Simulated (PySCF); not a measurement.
BCl3, SMILES B(Cl)(Cl)Cl.

The structure is a stationary point at TPSSh-D3(BJ)/def2-SVP. The isomer is the one that the SMILES or the coordinates give; other isomers of the formula were not compared.

Method: PBE/def2-TZVPD (PySCF).

Symmetry labels are those of the subgroup C2v that the program uses (full group D3h).

Computed valence orbital energies around the gap with their symmetry:
```csv
orbital,symmetry,energy (eV)
HOMO−7,A1,-11.34
HOMO−6,B1,-11.34
HOMO−5,B2,-10.14
HOMO−4,B1,-8.60
HOMO−3,A1,-8.60
HOMO−2,B2,-8.52
HOMO−1,A2,-8.52
HOMO,B1,-7.73
LUMO,B2,-2.78
LUMO+1,A1,-0.74
LUMO+2,A1,0.10
LUMO+3,A1,0.38
```
